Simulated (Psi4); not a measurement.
# C3H8O (1-propanol): levels of theory compared

Aim: a comparison of 4 runs (HF/3-21G, B3LYP/6-31G*, TPSSh/cc-pVDZ) of C3H8O (1-propanol). 

The results are computed with Psi4 1.11.

2 further runs of the same task are left out: 2 set aside as unsound or not needed.

## 1. Starting point

C3H8O has 12 atoms, charge 0, and is taken as a singlet. SMILES: `CCCO`. The O4–H12 distance was set to 1.729 Å, away from the relaxed value. At this shape a bond of the SMILES string is far longer than usual.

Bond lengths: C1–C2 1.519 Å, C2–C3 1.516 Å, C3–O4 1.412 Å, C1–H5 1.094 Å, C1–H6 1.092 Å, C1–H7 1.093 Å, C2–H8 1.097 Å, C2–H9 1.094 Å, C3–H10 1.101 Å, C3–H11 1.094 Å. Some angles: C1–C2–C3 112.3°, C2–C3–O4 113.3°, C1–C2–H8 109.7°, C1–C2–H9 110.5°, C3–C2–H8 109.0°, C3–C2–H9 108.6°, C2–C1–H5 111.3°, C2–C1–H6 111.4°, C2–C1–H7 111.1°, C2–C3–H10 109.8°.

## 2. A single-point energy at HF/3-21G (run 1)

input.inp

```
memory 1.6 GB

molecule m {
  C
  C 1 R2
  C 2 R3 1 A3
  O 3 R4 2 A4 1 D4
  H 1 R5 2 A5 3 D5
  H 1 R6 5 A6 2 D6
  H 1 R7 6 A7 5 D7
  H 2 R8 3 A8 4 D8
  H 2 R9 8 A9 3 D9
  H 3 R10 4 A10 2 D10
  H 3 R11 10 A11 4 D11
  H 4 R12 3 A12 11 D12

  R2 = 1.518951
  R3 = 1.515906
  A3 = 112.31324
  R4 = 1.411653
  A4 = 113.30997
  D4 = 177.53098
  R5 = 1.093533
  A5 = 111.33851
  D5 = 59.44255
  R6 = 1.0916
  A6 = 107.62485
  D6 = -122.37534
  R7 = 1.09347
  A7 = 107.61343
  D7 = 115.63152
  R8 = 1.097436
  A8 = 108.99142
  D8 = -60.67967
  R9 = 1.094462
  A9 = 106.55232
  D9 = -116.9784
  R10 = 1.100563
  A10 = 110.9693
  D10 = -124.00412
  R11 = 1.093698
  A11 = 106.93314
  D11 = 114.80115
  R12 = 1.7291
  A12 = 108.21046
  D12 = 179.75884
  symmetry c1
  no_reorient
  no_com
}

set globals {
  basis         3-21G
  puream        true
  e_convergence 1e-09
  d_convergence 1e-08
  scf_type      pk
}

energy("scf")
```

Command:

```bash
$ psi4 input.inp input.out -n 1
```

input.out:

```text
[...]
  Running in c1 symmetry.
[...]
  Nuclear repulsion =  128.104966323695209
[...]
  Multiplicity = 1
[...]
  Nalpha       = 17
  Nbeta        = 17
[...]
    Number of basis functions: 52
[...]
   @RHF iter   1:  -191.71442396474458   -9.71339e-01   9.09120e-03 ADIIS/DIIS
[...]
   @RHF iter  15:  -191.88380347630377   -5.20117e-12   5.15676e-09 DIIS
[...]
    Orbital Energies [Eh]
    ---------------------
    Doubly Occupied:
       1A    -20.492620     2A    -11.220727     3A    -11.167675
       4A    -11.163604     5A     -1.305585     6A     -1.058858
       7A     -0.907245     8A     -0.809166     9A     -0.661657
      10A     -0.603908    11A     -0.595966    12A     -0.571815
      13A     -0.521977    14A     -0.501098    15A     -0.482615
      16A     -0.427149    17A     -0.399505
[...]
  @RHF Final Energy:  -191.88380347630377
   => Energetics <=
    Nuclear Repulsion Energy =            128.1049663236952085
    One-Electron Energy =                -514.1952012003639538
    Two-Electron Energy =                 194.2064314003650054
    Total Energy =                       -191.8838034763037683
[...]
 Multipole Moments:
 ------------------------------------------------------------------------------------
     Multipole            Electronic (a.u.)      Nuclear  (a.u.)        Total (a.u.)
 ------------------------------------------------------------------------------------
 L = 1.  Multiply by 2.5417464519 to convert [e a0] to [Debye]
 Dipole X            :          0.8099564           -1.1782707           -0.3683143
 Dipole Y            :         -1.8796526            2.1809286            0.3012760
 Dipole Z            :          3.5028076           -4.1324963           -0.6296887
 Magnitude           :                                                    0.7892595
[...]
```

It took 0.96 s on 1 thread of AMD EPYC 9R45 (Zen 5), shared host; peak memory 0.19 GiB.

## 3. A single-point energy at B3LYP/6-31G(d) (spherical functions) (run 2)

job.dat

```
memory 1600 MB

molecule mol {
  0 1
  C     -0.95344431     3.10126545    -1.13568761
  C      0.57194262     1.16354028     0.33319651
  C      2.39363860    -0.28172226    -1.33977803
  O      3.90655334    -2.02102619     0.00268341
  H     -2.06271354     2.20723602    -2.63253967
  H     -2.26434732     4.11585940     0.09206746
  H      0.27979096     4.50022970    -2.02555964
  H     -0.70891375    -0.18137780     1.25594978
  H      1.64927548     2.08100231     1.84157590
  H      1.34559649    -1.22960888    -2.86573187
  H      3.71380127     1.02899178    -2.24023253
  H      1.93130010    -4.15512980     1.49288364
  units bohr
  symmetry c1
  no_reorient
  no_com
}

set basis 6-31G*
set reference rks
set puream true
set e_convergence 1e-09
set d_convergence 1e-08
set scf_type pk
set dft_radial_points 99
set dft_spherical_points 590

result, w = energy("b3lyp", return_wfn=True)
oeprop(w, "MULLIKEN_CHARGES", "WIBERG_LOWDIN_INDICES", "LOWDIN_CHARGES")
```

Command:

```bash
$ psi4 -i job.dat -o job.out -n 1
```

job.out:

```text
[...]
  Running in c1 symmetry.
[...]
  Nuclear repulsion =  128.104952446977819
[...]
  Multiplicity = 1
[...]
  Nalpha       = 17
  Nbeta        = 17
[...]
    Number of basis functions: 72
[...]
   @RKS iter   1:  -193.72752501659016   -2.74835e-01   1.26079e-02 ADIIS/DIIS
[...]
   @RKS iter  13:  -194.21629039220218   -1.92131e-11   5.81311e-09 DIIS
[...]
    Orbital Energies [Eh]
    ---------------------
    Doubly Occupied:
       1A    -19.170790     2A    -10.221075     3A    -10.174786
       4A    -10.170282     5A     -0.971171     6A     -0.777547
       7A     -0.659573     8A     -0.588761     9A     -0.482033
      10A     -0.437285    11A     -0.420687    12A     -0.411252
      13A     -0.372902    14A     -0.354999    15A     -0.341122
      16A     -0.299248    17A     -0.256731
[...]
  @RKS Final Energy:  -194.21629039220218
   => Energetics <=
    Nuclear Repulsion Energy =            128.1049524469778191
    One-Electron Energy =                -516.2903007594345581
    Two-Electron Energy =                 216.4102150436322347
    DFT Exchange-Correlation Energy =     -22.4411571233776534
    Empirical Dispersion Energy =           0.0000000000000000
    VV10 Nonlocal Energy =                  0.0000000000000000
    Total Energy =                       -194.2162903922021826
[...]
 Multipole Moments:
 ------------------------------------------------------------------------------------
     Multipole            Electronic (a.u.)      Nuclear  (a.u.)        Total (a.u.)
 ------------------------------------------------------------------------------------
 L = 1.  Multiply by 2.5417464519 to convert [e a0] to [Debye]
 Dipole X            :        -47.8468178           47.2090379           -0.6377799
 Dipole Y            :        -15.9022050           16.0974940            0.1952890
 Dipole Z            :         17.8351596          -17.9137344           -0.0785748
 Magnitude           :                                                    0.6716212
[...]
  Mulliken Charges: (a.u.)
   Center  Symbol    Alpha    Beta     Spin     Total
       1     C     3.22661  3.22661  0.00000 -0.45323
       2     C     3.12972  3.12972  0.00000 -0.25944
       3     C     2.99474  2.99474  0.00000  0.01052
       4     O     4.21482  4.21482  0.00000 -0.42963
       5     H     0.42772  0.42772  0.00000  0.14456
       6     H     0.42491  0.42491  0.00000  0.15018
       7     H     0.42755  0.42755  0.00000  0.14490
       8     H     0.43632  0.43632  0.00000  0.12737
       9     H     0.42623  0.42623  0.00000  0.14755
      10     H     0.43851  0.43851  0.00000  0.12299
      11     H     0.42205  0.42205  0.00000  0.15589
[...]
```

It took 13 s on 1 thread of AMD EPYC 9R45 (Zen 5), shared host; peak memory 0.92 GiB.

Run 3 isn't shown in full; the table further down has it.

## 4. A single-point energy at TPSSh/cc-pVDZ (run 4)

calc.py

```python
import psi4

psi4.set_memory('1600 MB')
psi4.set_num_threads(1)
psi4.core.set_output_file('c3h8o.out', False)

mol = psi4.geometry("""
0 1
C     -0.95344431     3.10126545    -1.13568761
C      0.57194262     1.16354028     0.33319651
C      2.39363860    -0.28172226    -1.33977803
O      3.90655334    -2.02102619     0.00268341
H     -2.06271354     2.20723602    -2.63253967
H     -2.26434732     4.11585940     0.09206746
H      0.27979096     4.50022970    -2.02555964
H     -0.70891375    -0.18137780     1.25594978
H      1.64927548     2.08100231     1.84157590
H      1.34559649    -1.22960888    -2.86573187
H      3.71380127     1.02899178    -2.24023253
H      1.93130010    -4.15512980     1.49288364
units bohr
symmetry c1
no_reorient
no_com
""")

psi4.set_options({
    'basis': 'cc-pVDZ',
    'reference': 'rks',
    'puream': True,
    'e_convergence': 1e-09,
    'd_convergence': 1e-08,
    'scf_type': 'pk',
    'dft_radial_points': 99,
    'dft_spherical_points': 590,
})

e_tot, wfn = psi4.energy('tpssh', return_wfn=True)
psi4.oeprop(wfn, 'WIBERG_LOWDIN_INDICES', 'MAYER_INDICES', 'LOWDIN_CHARGES', title='TPSSH')
print('E =', round(e_tot, 9))
```

Command:

```bash
$ python calc.py
```

c3h8o.out:

```text
[...]
  Running in c1 symmetry.
[...]
  Nuclear repulsion =  128.104952446977819
[...]
  Multiplicity = 1
[...]
  Nalpha       = 17
  Nbeta        = 17
[...]
    Number of basis functions: 96
[...]
   @RKS iter   1:  -193.71449901012463   -1.81857e-01   9.75066e-03 DIIS/ADIIS
[...]
   @RKS iter  13:  -194.24122173798202   -6.76437e-12   6.29732e-09 DIIS
[...]
    Orbital Energies [Eh]
    ---------------------
    Doubly Occupied:
       1A    -19.090034     2A    -10.165337     3A    -10.120916
       4A    -10.119427     5A     -0.950713     6A     -0.758641
       7A     -0.642029     8A     -0.570971     9A     -0.463650
      10A     -0.419237    11A     -0.401843    12A     -0.393915
      13A     -0.355622    14A     -0.337877    15A     -0.324915
      16A     -0.284736    17A     -0.235661
[...]
  @RKS Final Energy:  -194.24122173798202
   => Energetics <=
    Nuclear Repulsion Energy =            128.1049524469778191
    One-Electron Energy =                -516.2029985151751816
    Two-Electron Energy =                 218.9533516023606694
    DFT Exchange-Correlation Energy =     -25.0965272721452948
    Empirical Dispersion Energy =           0.0000000000000000
    VV10 Nonlocal Energy =                  0.0000000000000000
    Total Energy =                       -194.2412217379820163
[...]
 Multipole Moments:
 ------------------------------------------------------------------------------------
     Multipole            Electronic (a.u.)      Nuclear  (a.u.)        Total (a.u.)
 ------------------------------------------------------------------------------------
 L = 1.  Multiply by 2.5417464519 to convert [e a0] to [Debye]
 Dipole X            :        -47.8078338           47.2090379           -0.5987959
 Dipole Y            :        -15.8949527           16.0974940            0.2025413
 Dipole Z            :         17.8224671          -17.9137344           -0.0912673
 Magnitude           :                                                    0.6386777
[...]
```

On the terminal:

```text
E = -194.241221738
```

Wall time 50 s (1 thread of AMD EPYC 9R45 (Zen 5), shared host); peak memory 0.92 GiB.

## 5. The series

```
run                               level         integration grid      task  energy (Eh)  dipole moment (D)  HOMO energy (eV)  LUMO energy (eV)  wall time
  1                            HF/3-21G                        –    energy  -191.883803               2.01            -10.87              1.55     0.96 s
  2  B3LYP/6-31G* (spherical functions)  99 radial × 590 angular    energy  -194.216290               1.71             -6.99             -3.11       13 s
  3  B3LYP/6-31G* (Cartesian functions)  99 radial × 590 angular  gradient  -194.219876               1.71             -7.00             -3.13       16 s
  4                       TPSSh/cc-pVDZ  99 radial × 590 angular    energy  -194.241222               1.62             -6.41             -3.47       50 s
```

## 6. Results

| quantity | value |
| --- | --- |
| run 4: total energy | -194.24122 Eh |
| run 4: dipole moment | 1.62 D |
| run 4: HOMO energy | -6.41 eV |
| run 4: LUMO energy | -3.47 eV |
| run 4: HOMO–LUMO gap | 2.95 eV |

What this shows: The dipole moment (its size) runs from 1.62 D (TPSSh/cc-pVDZ) to 2.01 D (HF/3-21G). The two ends differ in method and basis. The HOMO–LUMO gap runs from 2.95 eV (TPSSh/cc-pVDZ) to 12.42 eV (HF/3-21G). Totals of different functionals can't be ranked against each other. In runs 1, 2, 3, 4 a closed-shell determinant meets a far-stretched bond, which it describes badly. All runs together took 79 s, the longest 50 s.
